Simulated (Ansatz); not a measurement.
Species: methylsilane, CH₆Si, net charge 0, singlet state. 
Structure (B3LYP-D3(BJ)/def2-TZVP (Ansatz, a first-principles code) minimum search):
SMILES: [SiH3]C
```xyz
8

C      0.0034    -0.0064    -1.2421
Si    -0.0017     0.0033     0.6340
H      0.0118    -1.0282    -1.6256
H     -0.8824     0.4951    -1.6359
H      0.8840     0.5079    -1.6311
H     -0.0132     1.3943     1.1492
H     -1.2005    -0.6969     1.1567
H      1.2042    -0.6795     1.1632
```
Charge 0, spin multiplicity 1.

Basis-set convergence of Hartree-Fock and CCSD correlation energies (hartree) with Ansatz. Correlated levels leave the core frozen unless marked. No spin-orbit coupling. Non-relativistic.

```
basis        functions       E(HF)  E(corr, CCSD)
-----------  ---------  ----------  -------------
def2-SVPD           92  -330.17615       -0.31222
def2-TZVPPD        187           ?              ?
```

**Question.** Some entries are withheld; supply them.

**Answer.** 
- def2-TZVPPD, E(HF): -330.32175
- def2-TZVPPD, E(corr, CCSD): -0.35850
